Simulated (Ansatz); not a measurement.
This geometry of CH3 + CH3Cl (9 atoms, charge 0, multiplicity 2) is a first-order saddle point.

Method: UKS PBE0/def2-SVP in Ansatz.

```xyz
9
Properties=species:S:1:pos:R:3
H 0.033 -0.085 -0.033
C 0.468 0.603 -1.057
Cl 0.103 2.291 -0.777
C -0.449 -0.769 1.064
H -0.069 0.218 -1.932
H 1.550 0.430 -1.102
H 0.355 -0.698 1.804
H -1.349 -0.202 1.325
H -0.644 -1.787 0.708
```

(1) Which two structures does it join? (They come from a converged band through this point; their orientation in space is the band's.)

(2) How far does it lie above each of them?

Answers

(1) Bonds broken: H1–C2. Bonds formed: H1–C4. CH3 + CH3Cl becomes CH2Cl + CH4.

First end point:

```xyz
9
Properties=species:S:1:pos:R:3
H 0.638 -0.161 -0.795
C 0.690 0.756 -1.396
Cl -0.341 1.991 -0.638
C -0.750 -1.070 1.657
H 0.325 0.562 -2.412
H 1.722 1.126 -1.432
H 0.017 -1.268 2.407
H -0.875 -0.063 1.254
H -1.425 -1.871 1.354
```

Last end point:

```xyz
9
Properties=species:S:1:pos:R:3
H -0.599 0.019 0.983
C 0.960 1.073 -2.006
Cl 0.107 2.171 -1.034
C -0.698 -0.935 1.519
H 0.408 0.531 -2.773
H 2.013 0.902 -1.783
H 0.216 -1.126 2.098
H -1.558 -0.888 2.200
H -0.848 -1.748 0.796
```

(2) 11.1 kcal/mol above the first and 17.3 kcal/mol above the second. This is the barrier of this one path; another mechanism may lie lower.

Time of the run: 3.5 min on 2 threads of AMD EPYC 7R43 64-Core Processor (Zen 3), with other jobs on the host, peak memory 0.22 GiB.
